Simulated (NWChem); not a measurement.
System: SiH$_{3}$ cation

Output (shortened):

```
             Northwest Computational Chemistry Package (NWChem) 7.3.0
             --------------------------------------------------------

 D3H symmetry detected

                             Geometry "geometry" -> ""
                             -------------------------

 Output coordinates in angstroms (scale by  1.889725989 to convert to a.u.)

  No.       Tag          Charge          X              Y              Z
 ---- ---------------- ---------- -------------- -------------- --------------
    1 Si                  14.0000     0.00000000     0.00000000     0.00000000
    2 H                    1.0000     1.05467537     1.05467537     0.00000000
    3 H                    1.0000     0.38603798    -1.44071334     0.00000000
    4 H                    1.0000    -1.44071334     0.38603798     0.00000000

 Effective nuclear repulsion energy (a.u.)      15.5155511871

      Symmetry information
      --------------------

 Group name             D3h
 Group number             27
 Group order              12
 No. of unique centers     2

  pbe96 is a nonlocal functional; adding pw91lda local functional.

                                 NWChem DFT Module
                                 -----------------

 Summary of "ao basis" -> "ao basis" (spherical)
 ------------------------------------------------------------------------------
       Tag                 Description            Shells   Functions and Types
 ---------------- ------------------------------  ------  ---------------------
 Si                         def2-svp                 8       18   4s3p1d
 H                          def2-svp                 3        5   2s1p

      Symmetry analysis of basis
      --------------------------

        a1'         8
        a1"         0
        a2'         1
        a2"         4
        e'         16
        e"          4

  Rotation of axis

            General Information
            -------------------
          SCF calculation type: DFT
          Wavefunction type:  closed shell.
          No. of atoms     :     4
          No. of electrons :    16
           Alpha electrons :     8
            Beta electrons :     8
          Charge           :     1
          Spin multiplicity:     1
          Use of symmetry is: on ; symmetry adaption is: on
          Maximum number of iterations: 150
          AO basis - number of functions:    33
                     number of shells:    17
          Convergence on energy requested:  1.00D-06
          Convergence on density requested:  1.00D-05
          Convergence on gradient requested:  5.00D-04

              XC Information
              --------------
                     Hartree-Fock (Exact) Exchange  1.000
                     LC-wPBE(h)Exchange Functional  0.800
            Perdew 1991 LDA Correlation Functional  1.000 local
           PerdewBurkeErnz. Correlation Functional  1.000 non-local

           Range-Separation Parameters
           ---------------------------
           Alpha           :  0.20
           Beta            :  0.80
           Gamma           :  0.20
           Short-Range HF  :     F

             Grid Information
             ----------------
          Grid used for XC integration:  medium
          Radial quadrature: Mura-Knowles
          Angular quadrature: Lebedev.
          Tag              B.-S. Rad. Rad. Pts. Rad. Cut. Ang. Pts.
          ---              ---------- --------- --------- ---------
          Si                  1.10       88           7.0       590
          H                   0.35       45           8.0       434
          Grid pruning is: on
          Number of quadrature shells:   133
          Spatial weights used:  Erf1

      Superposition of Atomic Density Guess
      -------------------------------------

 Sum of atomic energies:        -290.23638136

 Renormalizing density from      17.00 to     16

      Non-variational initial energy
      ------------------------------

 Total energy =    -279.339274
 1-e energy   =    -407.072912
 2-e energy   =     112.218088
 HOMO         =      -0.806119
 LUMO         =      -0.494997

      Symmetry analysis of molecular orbitals - initial
      -------------------------------------------------

  Numbering of irreducible representations:

     1 a1'         2 a1"         3 a2'         4 a2"         5 e'
     6 e"

  Orbital symmetries:

     1 a1'         2 a1'         3 e'          4 e'          5 a2"
     6 a1'         7 e'          8 e'          9 a2"        10 a1'
    11 e'         12 e'         13 a1'        14 e'         15 e'
    16 e"         17 e"         18 a2"

     ---------------------------------------------
      Total Density - Mulliken Population Analysis
     ---------------------------------------------

    Atom       Charge   Shell Charges
 -----------   ------   -------------------------------------------------------
    1 Si  14    13.58   2.00  2.01  1.41  0.08  6.00  1.29  0.71  0.08
    2 H    1     0.81   0.59  0.20  0.01
    3 H    1     0.81   0.59  0.20  0.01
    4 H    1     0.81   0.59  0.20  0.01

   convergence    iter        energy       DeltaE   RMS-Dens  Diis-err
 ---------------- ----- ----------------- --------- --------- ---------
 d= 0,ls=0.0,diis     1   -290.6540764540 -3.06D+02  2.48D-02  7.65D-01
 d= 0,ls=0.0,diis     2   -290.7077528655 -5.37D-02  5.05D-03  2.98D-02
 d= 0,ls=0.0,diis     3   -290.7108411525 -3.09D-03  3.79D-04  1.02D-04
 d= 0,ls=0.0,diis     4   -290.7108608997 -1.97D-05  5.07D-05  1.97D-06
 d= 0,ls=0.0,diis     5   -290.7108613453 -4.46D-07  9.24D-06  1.44D-08

         Total DFT energy =     -290.710861345256
      One electron energy =     -428.031288915276
           Coulomb energy =      143.374328550223
    Exchange-Corr. energy =      -21.569452167303
 Nuclear repulsion energy =       15.515551187100

 Numeric. integr. density =       15.999991730081

                  Occupations of the irreducible representations
                  ----------------------------------------------

                     irrep           alpha         beta
                     --------     --------     --------
                     a1'               3.0          3.0
                     a1"               0.0          0.0
                     a2'               0.0          0.0
                     a2"               1.0          1.0
                     e'                4.0          4.0
                     e"                0.0          0.0

                       DFT Final Molecular Orbital Analysis
                       ------------------------------------

 Vector    6  Occ=2.000000D+00  E=-9.050503D-01  Symmetry=a1'
              MO Center=  3.0D-14,  5.3D-14, -4.0D-16, r^2= 1.7D+00
   Bfn.  Coefficient  Atom+Function         Bfn.  Coefficient  Atom+Function
  ----- ------------  ---------------      ----- ------------  ---------------
     3      0.711018  1 Si s                  2      0.413489  1 Si s
    19      0.177984  2 H  s                 24      0.177984  3 H  s
    29      0.177984  4 H  s                  4      0.101352  1 Si s
     1      0.066383  1 Si s                 20      0.041365  2 H  s
    25      0.041365  3 H  s                 30      0.041365  4 H  s

 Vector    7  Occ=2.000000D+00  E=-7.177234D-01  Symmetry=e'
              MO Center=  2.4D-01,  4.1D-01,  4.3D-16, r^2= 2.0D+00
   Bfn.  Coefficient  Atom+Function         Bfn.  Coefficient  Atom+Function
  ----- ------------  ---------------      ----- ------------  ---------------
    19      0.378200  2 H  s                  8      0.291399  1 Si px
    29     -0.232295  4 H  s                  9      0.223494  1 Si py
    11      0.173312  1 Si px                 5     -0.152094  1 Si px
    24     -0.145905  3 H  s                 12      0.132925  1 Si py
    20      0.128095  2 H  s                  6     -0.116652  1 Si py

 Vector    8  Occ=2.000000D+00  E=-7.177234D-01  Symmetry=e'
              MO Center= -2.4D-01, -4.1D-01,  1.6D-17, r^2= 2.0D+00
   Bfn.  Coefficient  Atom+Function         Bfn.  Coefficient  Atom+Function
  ----- ------------  ---------------      ----- ------------  ---------------
    24      0.352469  3 H  s                 29     -0.302592  4 H  s
     9     -0.291399  1 Si py                 8      0.223494  1 Si px
    12     -0.173312  1 Si py                 6      0.152094  1 Si py
    11      0.132925  1 Si px                25      0.119380  3 H  s
     5     -0.116652  1 Si px                30     -0.102487  4 H  s

 Vector    9  Occ=0.000000D+00  E=-3.131047D-01  Symmetry=a2"
              MO Center= -1.8D-16,  1.5D-16,  2.8D-16, r^2= 2.3D+00
   Bfn.  Coefficient  Atom+Function         Bfn.  Coefficient  Atom+Function
  ----- ------------  ---------------      ----- ------------  ---------------
    13      0.637578  1 Si pz                10      0.484084  1 Si pz
     7     -0.240768  1 Si pz

 Vector   10  Occ=0.000000D+00  E=-1.579268D-01  Symmetry=a1'
              MO Center=  8.9D-16, -6.4D-16,  2.7D-17, r^2= 3.4D+00
   Bfn.  Coefficient  Atom+Function         Bfn.  Coefficient  Atom+Function
  ----- ------------  ---------------      ----- ------------  ---------------
     4      1.296011  1 Si s                 20     -0.761281  2 H  s
    25     -0.761281  3 H  s                 30     -0.761281  4 H  s
     3      0.695568  1 Si s                  2      0.320009  1 Si s
    19     -0.256327  2 H  s                 24     -0.256327  3 H  s
    29     -0.256327  4 H  s                 16      0.184805  1 Si d  0

 Vector   11  Occ=0.000000D+00  E=-1.160662D-01  Symmetry=e'
              MO Center= -4.9D-02,  1.4D-01,  6.2D-17, r^2= 3.3D+00
   Bfn.  Coefficient  Atom+Function         Bfn.  Coefficient  Atom+Function
  ----- ------------  ---------------      ----- ------------  ---------------
    12      1.412688  1 Si py                25      1.197977  3 H  s
    20     -0.636803  2 H  s                 30     -0.561174  4 H  s
    11     -0.323875  1 Si px                 9      0.246665  1 Si py
    24      0.226940  3 H  s                 18     -0.201718  1 Si d  2
     6     -0.130993  1 Si py                14     -0.126475  1 Si d -2

     ---------------------------------------------
      Total Density - Mulliken Population Analysis
     ---------------------------------------------

    Atom       Charge   Shell Charges
 -----------   ------   -------------------------------------------------------
    1 Si  14    13.27   2.00  1.99  1.22  0.16  5.93  1.16  0.72  0.09
    2 H    1     0.91   0.69  0.21  0.01
    3 H    1     0.91   0.69  0.21  0.01
    4 H    1     0.91   0.69  0.21  0.01

     -------------------------------------------
      Total Density - Lowdin Population Analysis
     -------------------------------------------

    Atom       Charge   Shell Charges
 -----------   ------   -------------------------------------------------------
    1 Si  14    13.03   2.00  1.94  0.80  0.37  5.81  1.13  0.86  0.12
    2 H    1     0.99   0.60  0.36  0.03
    3 H    1     0.99   0.60  0.36  0.03
    4 H    1     0.99   0.60  0.36  0.03

     Multipole analysis of the density
     ---------------------------------

     L   x y z        total         alpha         beta         nuclear
     -   - - -        -----         -----         ----         -------
     0   0 0 0      1.000000     -8.000000     -8.000000     17.000000

     1   1 0 0     -0.000000     -0.000000     -0.000000      0.000000
     1   0 1 0     -0.000000     -0.000000     -0.000000     -0.000000
     1   0 0 1     -0.000000     -0.000000     -0.000000      0.000000

     2   2 0 0     -8.177580    -10.047147    -10.047147     11.916714
     2   1 1 0      0.000000      0.000000      0.000000      0.000000
     2   1 0 1      0.000000      0.000000      0.000000      0.000000
     2   0 2 0     -8.177580    -10.047147    -10.047147     11.916714
     2   0 1 1      0.000000      0.000000      0.000000      0.000000
     2   0 0 2     -7.029204     -3.514602     -3.514602      0.000000
```

Level: LRC-wPBEh/def2-SVP. Geometry: optimised at PBE-D3(BJ)/def2-SVP.

Q: Write an input that gives this output.

A: One answer among several that fit: the input that was run:
```
start job
memory heap 200 mb stack 900 mb global 1100 mb
charge 1
geometry units angstroms noautoz
  Si     0.000000     0.000000     0.000000
  H      1.193346    -0.894765     0.000000
  H     -1.371563    -0.586085     0.000000
  H      0.178217     1.480851     0.000000
end
basis spherical
  * library def2-svp
end
dft
  xc xwpbe 0.80 cpbe96 1.0 hfexch 1.00
  cam 0.2 cam_alpha 0.2 cam_beta 0.8
  iterations 150
  mulliken
end
task dft energy
```
